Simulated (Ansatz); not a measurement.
# C5H6S: up Jacob's ladder to CCSD(T)

One table from this session's results is given with a row withheld; the runs are named, their logs left out.

The runs use Ansatz 0.2.0, Gaussian basis; functionals in def2-TZVPP, the program's frozen cores in correlated methods.

Plan: LDA (SPW92), PBE-D4, revPBE-D4, BLYP-D4, r2SCAN-D4, B97M-V, PBE0-D4, B3LYP-D4, r2SCANh-D4, r2SCAN0-D4, HSE06-D4, BHLYP-D4, CAM-B3LYP-D4, LC-ωPBE, ωB97X-V, ωB97M-V, B2PLYP, PBE-QIDH; CCSD(T)/def2-SVP; CCSD(T)/def2-TZVPP; MP2/def2-QZVPP; extrapolation to the limit; RPA on PBE.

**The relaxed structure**

The geometry comes from an earlier relaxation with PBE0-D4 in a triple-zeta def2 set; it is a stationary point, not always the lowest conformer.

SMILES `Cc1ccsc1`, 12 atoms, charge 0, spin multiplicity 1.

Atoms are counted from 1 here; the program's logs count them from 0.

Bond lengths: C1–C2 1.493 Å, C1–H7 1.091 Å, C1–H8 1.094 Å, C1–H9 1.094 Å, C2–C3 1.423 Å, C2–C6 1.366 Å, C3–C4 1.362 Å, C3–H10 1.083 Å, C4–S5 1.705 Å, C4–H11 1.079 Å, S5–C6 1.706 Å, C6–H12 1.080 Å. Angles: C2–C1–H7 111.3°, C2–C1–H8 111.2°, C2–C1–H9 111.1°, H7–C1–H8 107.9°, H7–C1–H9 107.9°, H8–C1–H9 107.2°, C1–C2–C3 124.1°, C1–C2–C6 124.7°, C3–C2–C6 111.2°, C2–C3–C4 113.2°, C2–C3–H10 123.6°, C4–C3–H10 123.3°, C3–C4–S5 111.4°, C3–C4–H11 128.2°, S5–C4–H11 120.4°, C4–S5–C6 91.9°, C2–C6–S5 112.3°, C2–C6–H12 127.5° and more.

The first run:

Contents of in.yaml:

```yaml
crystal:
  periodic: [false, false, false]
  atoms:
    - {symbol: C, position_ang: [-0.551632, -0.595343, 1.532041]}
    - {symbol: C, position_ang: [-0.153273, 0.020777, 0.231633]}
    - {symbol: C, position_ang: [0.790405, -0.552631, -0.665838]}
    - {symbol: C, position_ang: [0.987806, 0.196253, -1.785710]}
    - {symbol: S, position_ang: [0.031049, 1.606998, -1.766897]}
    - {symbol: C, position_ang: [-0.642094, 1.200435, -0.252423]}
    - {symbol: H, position_ang: [-1.287928, 0.018845, 2.051905]}
    - {symbol: H, position_ang: [-0.986601, -1.587520, 1.382280]}
    - {symbol: H, position_ang: [0.311870, -0.716449, 2.192158]}
    - {symbol: H, position_ang: [1.301480, -1.489100, -0.479574]}
    - {symbol: H, position_ang: [1.643956, -0.008513, -2.617763]}
    - {symbol: H, position_ang: [-1.368038, 1.851049, 0.212188]}
basis:
  gaussian: {orbitals: def2-TZVPP}
hamiltonian: {xc: lda}
output: {orbitals: {seedname: orbitals}}
```

The run is started by

```sh
ansatz run in.yaml --threads 4 --pin off --events-out ev --progress --plain --max-ram 10444MiB
```

Steps of the session up to this table: LDA; PBE-D4 (GGA); revPBE-D4 (GGA); BLYP-D4 (GGA); r2SCAN-D4 (meta-GGA); B97M-V (meta-GGA); B3LYP-D4 (hybrid); r2SCANh-D4 (hybrid); r2SCAN0-D4 (hybrid); HSE06-D4 (hybrid); BHLYP-D4 (hybrid); CAM-B3LYP-D4 (range-separated); LC-ωPBE (range-separated); ωB97X-V (range-separated); ωB97M-V (range-separated); B2PLYP (double hybrid); PBE-QIDH (double hybrid).

One of the session's tables, all rows but one given; the rest of the session is left out.

It belongs to the step «Orbital energies across the functionals». 

```
  functional  HOMO (eV)  gap (eV)
 LDA (SPW92)      -5.83      4.54
      PBE-D4      -5.65      4.56
   revPBE-D4          ?         ?
     BLYP-D4      -5.47      4.52
   r2SCAN-D4      -5.82      4.88
      B97M-V      -5.80      4.92
     PBE0-D4      -6.68      6.46
    B3LYP-D4      -6.45      6.04
  r2SCANh-D4      -6.21      5.60
  r2SCAN0-D4      -6.80      6.66
    HSE06-D4      -6.28      5.69
    BHLYP-D4      -7.51      8.30
CAM-B3LYP-D4      -7.91      8.78
     LC-ωPBE      -9.24     11.14
     ωB97X-V      -8.88     10.77
     ωB97M-V      -8.78     10.61
```

**Question.** Estimate the row for revPBE-D4.

As computed: HOMO (eV): -5.59; gap (eV): 4.57. In the column «HOMO (eV)» it lies between PBE-D4 (-5.65) and BLYP-D4 (-5.47).
